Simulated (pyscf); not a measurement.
`[CH3][CH2][Zn][OH]` + `[H][H]` -> `[OH][ZnH]` + `[CH3][CH3]` (four-centre exchange; singlet surface; C–Zn, H–H broken, H–Zn, C–H formed). PySCF, gas phase, ωB97X-D3(BJ)/def2-SVP geometries. Energies in kJ/mol from the separated reactants.

```json
[
 {"level": "ωB97X-D3(BJ)/def2-TZVP", "barrier": "…", "reaction energy": "…"},
 {"level": "r²SCAN/def2-TZVP", "barrier": "…", "reaction energy": "-49.5"},
 {"level": "B3LYP-D3(BJ)/def2-TZVP", "barrier": "196.9", "reaction energy": "-51.1"},
 {"level": "M06-2X/def2-TZVP", "barrier": "191.4", "reaction energy": "-45.5"},
 {"level": "ωB97M-D3(BJ)/def2-TZVP", "barrier": "193.4", "reaction energy": "-55.6"},
 {"level": "HF/def2-TZVP", "barrier": "235.0", "reaction energy": "-83.3"}
]
```

Task: Complete the blanks.

Result: 
- ωB97X-D3(BJ)/def2-TZVP, barrier: 193.3
- ωB97X-D3(BJ)/def2-TZVP, reaction energy: -48.4
- r²SCAN/def2-TZVP, barrier: 178.0

The functionals in the table span 18.9 kJ/mol in this barrier, from r²SCAN to B3LYP-D3(BJ). At the saddle there is also a short H–Zn contact that neither side keeps. This is the saddle that the search found; another between the same sides may lie lower. Elements up to Kr have no core potential and no relativistic terms here.
